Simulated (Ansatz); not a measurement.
A run of Ansatz (development build ahead of 0.2.0) on doublet CH3 at this shape:

```yaml
atoms:
  - { symbol: C, position_ang: [-0.0799, -0.0294, 0.0171] }
  - { symbol: H, position_ang: [1.0908, 0.0470, -0.0678] }
  - { symbol: H, position_ang: [-0.5421, 0.9893, 0.0517] }
  - { symbol: H, position_ang: [-0.5300, -0.9211, -0.0060] }
```

Its results:

| Quantity | Value |
| --- | --- |
| Converged | yes |
| Reference energy | -39.53248 hartree |
| Correlation energy | -0.07634 hartree |
| Total energy | -39.60882 hartree |
| Spin squared of the determinant | 0.764 |

(1) Which input gives this output? Name the method, the orbitals and the basis set, and write the input.

## Answers

(1) UHF-MP2 in 6-31G.

```yaml
crystal:
  periodic: [false, false, false]
  atoms:
    - { symbol: C, position_ang: [-0.07987, -0.02942, 0.01709] }
    - { symbol: H, position_ang: [1.09079, 0.04699, -0.06775] }
    - { symbol: H, position_ang: [-0.54209, 0.98929, 0.05175] }
    - { symbol: H, position_ang: [-0.53, -0.9211, -0.00595] }
basis:
  gaussian: { orbitals: "6-31G" }
magnetization:
  spin_polarized: true
  initial_magnetization: 1
hamiltonian:
  xc: hf
correlation:
  method: mp2
  frozen_orbitals: { C: 1, H: 0 }
```
